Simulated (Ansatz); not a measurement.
## Ansatz (development build ahead of 0.2.0) run

```yaml
crystal:
  periodic: [false, false, false]
  atoms:
    - { symbol: C, position_ang: [0.0, 0.0, 0.0] }
    - { symbol: H, position_ang: [0.0, 0.8924, -0.6111] }
    - { symbol: O, position_ang: [0.0, 0.0, 1.176] }
basis:
  gaussian: { orbitals: STO-3G }
magnetization:
  initial_magnetization: 1
hamiltonian:
  xc: hf
correlation:
  method: ccsd_t
  frozen_orbitals: { C: 1, H: 0, O: 1 }
```

The input is written out in the form of the current development build from the run's settings. Correlation on restricted open-shell orbitals is semicanonical, with singles.

The run gave:

| Property | Result |
| --- | --- |
| Converged | yes |
| Reference energy | -111.72856 hartree |
| CCSD correlation energy | -0.13120 hartree |
| Triples correction | -0.00414 hartree |
| Total energy | -111.86390 hartree |
| Spin squared of the determinant | 0.750 |
